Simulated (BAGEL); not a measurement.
**NOF (nitrosyl fluoride) at HF/STO-3G (density fitting with cc-pvqz-jkfit)**

Aim: the vertical ionisation energy of NOF (nitrosyl fluoride) at HF/STO-3G (density fitting with cc-pvqz-jkfit), from 2 runs. 

Program for the calculation: BAGEL 1.2.2.

4 further runs of the same task are left out: 1 that didn't finish, 3 set aside as unsound or not needed. Runs told in other sessions of the task aren't counted.

**1. The molecule**

NOF has 3 atoms, charge 0, and is taken as a singlet. SMILES: `O=NF`. Geometry: relaxed at PBE0-D4/def2-TZVP.

Bond lengths: O1–N2 1.127 Å, N2–F3 1.483 Å. Angles: O1–N2–F3 110.4°.

**2. A single-point energy at HF/STO-3G (density fitting with cc-pvqz-jkfit)**

Input file job.json:

```json
{ "bagel" : [

{
  "title" : "molecule",
  "basis" : "sto-3g",
  "df_basis" : "cc-pvqz-jkfit",
  "angstrom" : "true",
  "geometry" : [
    { "atom" : "O", "xyz" : [    0.868350,    0.242970,    0.504740 ] },
    { "atom" : "N", "xyz" : [    0.148930,   -0.482540,    0.029910 ] },
    { "atom" : "F", "xyz" : [   -1.017290,    0.239580,   -0.534650 ] }
  ]
},
{ "title" : "hf" },
{ "title" : "print", "file" : "orbitals.molden", "orbitals" : "true" }

]}
```

Started as:

```sh
BAGEL_NUM_THREADS=1 BAGEL job.json > job.out
```

Output:

```text
* using 1 threads per process

  ===============================================================
  ===============================================================

  *** Geometry ***

  { "atom" : "O", "xyz" : [      1.640944,      0.459147,      0.953820 ] },
  { "atom" : "N", "xyz" : [      0.281437,     -0.911868,      0.056522 ] },
  { "atom" : "F", "xyz" : [     -1.922399,      0.452741,     -1.010342 ] },

  Number of auxiliary basis functions:      318

  Since a DF basis is specified, we compute 2- and 3-index integrals:
    o Being stored without compression. Storage requirement is 0.001 GB

  Number of basis functions:       15
  Number of electrons      :       24

    * METHOD: MOLECULE                             0.05

  *** RHF ***

  === Nuclear Repulsion ===
    66.4729216950

      * DIIS with orbital gradients will be used.

  === RHF iteration (sto-3g) ===
      0       -225.37046849          0.04003197           0.00
      1       -225.47118186          0.02055846           0.00
      2       -225.49411030          0.00404336           0.00
      3       -225.49816124          0.00142275           0.00
      4       -225.49845273          0.00040540           0.00
      5       -225.49847500          0.00013160           0.00
      6       -225.49847794          0.00003676           0.00
      7       -225.49847812          0.00000789           0.00
      8       -225.49847813          0.00000312           0.00
      9       -225.49847813          0.00000082           0.00
     10       -225.49847813          0.00000027           0.00
     11       -225.49847813          0.00000007           0.00
     12       -225.49847813          0.00000003           0.00
     13       -225.49847813          0.00000001           0.00
    * SCF iteration converged.

    * Permanent dipole moment:
           (   -0.117536,    -0.050816,    -0.070257) a.u.

    * METHOD: HF                                   0.06

    * METHOD: PRINT                                0.00

  ===============================================================
```

Wall time 0.24 s (1 thread of Arm Neoverse V1, shared host).

**3. The doublet cation, same level**

Input file calc.json:

```json
{ "bagel": [

{
  "title": "molecule",
  "basis": "sto-3g",
  "df_basis": "cc-pvqz-jkfit",
  "angstrom": "true",
  "geometry": [
    { "atom": "O", "xyz": [       0.868350,       0.242970,       0.504740 ] },
    { "atom": "N", "xyz": [       0.148930,      -0.482540,       0.029910 ] },
    { "atom": "F", "xyz": [      -1.017290,       0.239580,      -0.534650 ] }
  ]
},

{
  "title": "uhf",
  "charge": 1,
  "nopen": 1
},

{
  "title": "print",
  "file": "orbitals.molden",
  "orbitals": "true"
}

]}
```

Started as:

```sh
BAGEL_NUM_THREADS=1 BAGEL calc.json > calc.out
```

Output:

```text
* using 1 threads per process

  ===============================================================
  ===============================================================

  *** Geometry ***

  { "atom" : "O", "xyz" : [      1.640944,      0.459147,      0.953820 ] },
  { "atom" : "N", "xyz" : [      0.281437,     -0.911868,      0.056522 ] },
  { "atom" : "F", "xyz" : [     -1.922399,      0.452741,     -1.010342 ] },

  Number of auxiliary basis functions:      318

  Since a DF basis is specified, we compute 2- and 3-index integrals:
    o Being stored without compression. Storage requirement is 0.001 GB

  Number of basis functions:       15
  Number of electrons      :       24

    * METHOD: MOLECULE                             0.05

  *** Open-shell HF ***

  === Nuclear Repulsion ===
    66.4729216950

      * DIIS with orbital gradients will be used.

  === UHF iteration (sto-3g) ===
      0       -224.97856205          0.09161937           0.00
      1       -225.11070494          0.05681808           0.00
      2       -225.14994442          0.03308366           0.00
      3       -225.16547415          0.00892127           0.00
      4       -225.16949865          0.00408833           0.00
      5       -225.17271249          0.00195949           0.00
      6       -225.17432141          0.00099884           0.00
      7       -225.17505058          0.00052270           0.00
      8       -225.17542021          0.00043157           0.00
      9       -225.17611736          0.00029166           0.00
     10       -225.17652016          0.00023689           0.01
     11       -225.17684540          0.00020235           0.01
     12       -225.17696487          0.00017012           0.00
     13       -225.17711195          0.00012576           0.01
     14       -225.17737997          0.00015501           0.01
     15       -225.17746491          0.00008384           0.00
[... 16 lines of this table left out ...]
     32       -225.17753642          0.00000007           0.00
     33       -225.17753642          0.00000006           0.00
     34       -225.17753642          0.00000004           0.00
     35       -225.17753642          0.00000003           0.00
     36       -225.17753642          0.00000003           0.00
     37       -225.17753642          0.00000003           0.00
     38       -225.17753642          0.00000001           0.00
     39       -225.17753642          0.00000001           0.00
    * SCF iteration converged.

    * S^2 (UHF) is 1.0317

    * Permanent dipole moment:
           (   -0.336262,    -0.009075,    -0.186268) a.u.

    * METHOD: UHF                                  0.21

    * METHOD: PRINT                                0.00

  ===============================================================
```

It took 0.4 s on 1 thread of Arm Neoverse V1, shared host.

**4. Results**

Level: HF/STO-3G (density fitting with cc-pvqz-jkfit).

| quantity | value |
| --- | --- |
| singlet NOF: total energy | -225.49848 Eh |
| singlet NOF: dipole moment | 0.37 D |
| singlet NOF: HOMO energy | -9.70 eV |
| singlet NOF: LUMO energy | 5.73 eV |
| singlet NOF: HOMO–LUMO gap | 15.43 eV |
| doublet cation: total energy | -225.17754 Eh |
| doublet cation: ⟨S²⟩ | 1.032 |
| vertical ionisation energy (to the doublet cation) | 8.733 eV |

In words: Removing an electron at fixed nuclei costs 8.73 eV (201 kcal/mol). −ε(HOMO) before ionisation, 9.70 eV, is 0.97 eV above this ionisation energy. In a minimal basis such a difference can be off by several eV, whatever the method. ⟨S²⟩ (doublet cation) is 1.03 where a pure doublet has 0.75: the reference is spin-contaminated.
